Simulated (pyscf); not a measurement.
HO–GaH–PH₂ + hydrogen (H₂) → H₂P–GaH₂ + water (H₂O), a four-centre exchange (singlet surface; Ga–O, H–H broken, Ga–H, H–O formed). Single points on ωB97X-D3(BJ)/def2-SVP structures (PySCF, gas phase). Energies in kJ/mol from the separated reactants.

Small-basis levels: PySCF, no dispersion term, spherical d functions. AM1 to PM7: differences of heats of formation from MOPAC, which are fitted to 298 K values and so differ in kind from electronic energies by zero-point and thermal terms. Cost: rough CPU time at the saddle relative to B3LYP/6-31G*+LANL2DZ, from one job on a shared machine.

| level | barrier | reaction energy | cost |
|---|---|---|---|
| HF/STO-3G | 187.1 | +61.9 | 0.10 |
| HF/3-21G | [?] | +124.4 | 0.1 |
| HF/6-31G*+LANL2DZ | 162.1 | +56.0 | 0.1 |
| PBE/6-31G*+LANL2DZ | 92.3 | +84.7 | 1 |
| B3LYP/LANL2DZ | [?] | +90.8 | 0.9 |
| M06-2X/6-31G*+LANL2DZ | 113.3 | +84.6 | 2 |
| PBE/def2-SVP | 64.8 | +60.8 | 3 |
| B3LYP/def2-SVP | 87.3 | +57.6 | 2 |
| AM1 | 27.0 | -75.6 | under 0.02 |
| ωB97M-D3(BJ)/def2-TZVP | [?] | +47.5 | – |

Problem. What belongs in the gaps?

Solution. 
- HF/3-21G, barrier: 139.1
- B3LYP/LANL2DZ, barrier: 112.2
- ωB97M-D3(BJ)/def2-TZVP, barrier: 96.0

Against the last row the barrier runs from -69.1 (AM1) to +91.1 kJ/mol (HF/STO-3G). ωB97M-D3(BJ)/def2-TZVP has limits of its own. On the product side the descent ends in an adduct with a Ga–O contact (not fully relaxed), 63.1 kJ/mol under the separated species and 105.7 kJ/mol under the saddle at ωB97X-D3(BJ)/def2-TZVP. What is counted as broken (Ga–O) persists as a longer contact in the product adduct; parting that adduct is a step of its own. At the saddle there is also a short Ga–H contact that neither side keeps. This is the saddle that the search found; another between the same sides may lie lower. In the def2 sets elements up to Kr have no core potential.
